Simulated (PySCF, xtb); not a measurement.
CH6SSi: 3 structures ranked

3 gas-phase structures of CH6SSi, found in a search over its isomers (lower ones may exist). Each was relaxed with GFN2-xTB; where two conformers were screened, the lower at r2SCAN-D4/def2-SVP is listed:

A. `C[SiH2]S`, a singlet
B. `[SiH3]CS`, a singlet
C. `CS[SiH3]`, a singlet

Task: Which do you expect lowest at r2SCAN-D4/def2-SVP, and how would the others follow?

Result: Calculated order at r2SCAN-D4/def2-SVP: A (0.0), C (14.7), B (28.4) kcal/mol.

Energies above the lowest of each column, in kcal/mol; the last columns are at BLYP-D3(BJ)/def2-SVP geometries and were run for some of them only (a dash: not run or not comparable):

| structure | GFN2-xTB | HF/STO-3G | r2SCAN-D4/def2-SVP | BLYP-D3(BJ)/def2-SVP | CCSD(T)/def2-SVP + ΔMP2/def2-TZVPP |
| --- | --- | --- | --- | --- | --- |
| A | 0.0 | 0.0 | 0.0 | 0.0 | 0.0 |
| C | 0.0 | 8.3 | 14.7 | 12.5 | 14.0 |
| B | 21.7 | 22.4 | 28.4 | – | – |

Every level run on A puts it lowest or level with the lowest. Flexible structures stand in one conformer each, not always the lowest. Frequencies (GFN2-xTB) were run for A, C alone. ΔMP2 is the change of the MP2 energy from the smaller to the larger basis.

Programs: PySCF 2.14.0, xtb 6.7.1.
